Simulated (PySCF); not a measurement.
**Löwdin shares of the frontier orbitals**

Species: C4H7P.
Structure used (GFN2-xTB), in Å, numbered top down from 1:
```
atom  x, y, z in Å
C1     2.290   -0.524   -0.814
C2     1.413   -0.413    0.001
P3     0.228   -0.313    1.313
C4    -0.277    1.453    1.028
C5    -1.178   -1.127    0.411
H6     3.031   -0.605   -1.555
H7    -0.502    1.635   -0.022
H8     0.531    2.111    1.343
H9    -1.156    1.670    1.633
H10   -1.318   -0.692   -0.578
H11   -0.971   -2.191    0.311
H12   -2.089   -1.004    0.995
```

Theory: PySCF, TDDFT wB97X-D/def2-SVPD, vertical, gas phase, core orbitals frozen in the response.

Frontier orbitals with the atoms that hold most of them (Löwdin shares over 4%, at most four atoms; ? is withheld):

```csv
orbital,ε (eV),atoms
LUMO+2,2.59,"C1 36%, C2 18%, P3 10%, H6 8%"
LUMO+1,1.96,"P3 22%, C1 18%, C2 15%, C4 11%"
LUMO,1.88,"C1 24%, C2 22%, P3 20%, C5 9%"
HOMO,-8.56,?
HOMO-1,-9.93,?
HOMO-2,-10.62,"C2 37%, C1 30%, P3 16%, C4 4%"
HOMO-3,-11.75,"C5 23%, C4 23%, P3 19%, H8 9%"
```

Q: Give the leading atoms of the HOMO-1.

A: C1 (bonded to C and H) 38%; C2 (bonded to C and P) 38%; C4 (bonded to P and 3 H) 6%; C5 (bonded to P and 3 H) 6%.

Q: Give the leading atoms of the HOMO.

A: P3 (bonded to 3 C) 48%; C2 (bonded to C and P) 15%; C1 (bonded to C and H) 14%; C5 (bonded to P and 3 H) 8%. By element: phosphorus 48%, carbon 38% or more.

Q: The HOMO–LUMO gap is 10.44 eV. Where does the response calculation put the lowest singlet, and from which orbitals?

A: S1 is at 5.56 eV (f = 0.020), 4.88 eV below the gap, made of HOMO→LUMO (85%). 

Next come S2 at 6.08 eV (f 0.077), HOMO→LUMO+1 (66%), HOMO-1→LUMO (19%); S3 at 6.62 eV (f 0.012), HOMO-1→LUMO+1 (64%), HOMO-1→LUMO+2 (16%); S4 at 6.90 eV (f 0.068), HOMO→LUMO+2 (36%), HOMO→LUMO+1 (24%), HOMO-1→LUMO (17%); S5 at 7.10 eV (f 0.042), HOMO-2→LUMO (61%), HOMO→LUMO+4 (15%), HOMO→LUMO (10%).
